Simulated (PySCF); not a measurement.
# C6H5F: calculation and literature

Numbering as in the mapped SMILES `[F:1][c:2]1[cH:3][cH:4][cH:5][cH:6][cH:7]1` (H(Xn): hydrogen on atom n).

All values are calculated (PySCF): structure optimised with PBE0-D3(BJ)/def2-SVP, J: B3LYP/pcJ-1 (spin–dipole term only in couplings to heteroatoms), σ from GIAO-HF/pcSseg-2. Equivalent nuclei averaged, no solvent model, one conformer, relativity neglected.

Reference values: measured (solution, diethyl ether, 325 K; Shapiro, Mohrmann, J. Phys. Chem. Ref. Data 1977, 6, 919).
```csv
atoms,quantity,reference,computed
H(C4)/H(C6),δ 1H,7.29,7.68
H(C5),δ 1H,7.04,7.33
H(C3)/H(C7),δ 1H,7.01,7.35
```

Reference values: measured (solution, CH2Cl2, 325 K; Shapiro, Mohrmann, J. Phys. Chem. Ref. Data 1977, 6, 919).
```json
{"atoms": "H(C4)/H(C6)", "quantity": "δ 1H", "reference": "7.34", "computed": "7.68"}
{"atoms": "H(C5)", "quantity": "δ 1H", "reference": "7.13", "computed": "7.33"}
{"atoms": "H(C3)/H(C7)", "quantity": "δ 1H", "reference": "7.05", "computed": "7.35"}
```

Computed shifts are σ(ref) − σ with the named reference compound (TMS for H and C) calculated as an isolated molecule at the same level.

Coupling constants in Hz (some tables give magnitudes without signs):
```tsv
coupling	reference	computed	source
3J(H(C3),H(C4))	8.4	9.3	measured; solution (compiled); Pretsch, Buehlmann, Badertscher, Structure Determination of Organic Compounds, 4th ed., Springer 2009
4J(H(C3),H(C5))	1.1	0.7	measured; solution (compiled); Pretsch, Buehlmann, Badertscher, Structure Determination of Organic Compounds, 4th ed., Springer 2009
5J(H(C3),H(C6))	0.4	0.4	measured; solution (compiled); Pretsch, Buehlmann, Badertscher, Structure Determination of Organic Compounds, 4th ed., Springer 2009
4J(H(C3),H(C7))	2.7	2.6	measured; solution (compiled); Pretsch, Buehlmann, Badertscher, Structure Determination of Organic Compounds, 4th ed., Springer 2009
3J(H(C4),H(C5))	7.5	8.2	measured; solution (compiled); Pretsch, Buehlmann, Badertscher, Structure Determination of Organic Compounds, 4th ed., Springer 2009
4J(H(C4),H(C6))	1.8	1.4	measured; solution (compiled); Pretsch, Buehlmann, Badertscher, Structure Determination of Organic Compounds, 4th ed., Springer 2009
1J(C5,H(C5))	161.0	169.6	measured; liquid or solution (compiled); San Fabian, Garcia de la Vega, Suardiaz et al., Magn. Reson. Chem. 2013, 51, 775 (SI)
1J(C2,F1)	-245.3	-316.0	measured; liquid or solution; F. J. Weigert, PhD thesis, Caltech 1968 (Carbon-13 magnetic resonance spectroscopy)
2J(C3,F1)	21.0	18.6	measured; liquid or solution; F. J. Weigert, PhD thesis, Caltech 1968 (Carbon-13 magnetic resonance spectroscopy)
3J(C4,F1)	7.7	5.0	measured; liquid or solution; F. J. Weigert, PhD thesis, Caltech 1968 (Carbon-13 magnetic resonance spectroscopy)
```

Task: How far are the unscaled 1H shifts from the references?

Result: Mean signed difference +0.31 ppm, mean absolute 0.31 ppm over 6 comparisons; the largest is +0.39 ppm at H(C4)/H(C6) (hydrogen on an aromatic CH).

16 of the 72 published NMR values on file for this molecule are compared. The rest: values from further sources, values whose atom or origin is in doubt.

Unscaled 3J(H,H) at this level run about 10 % above measured values.
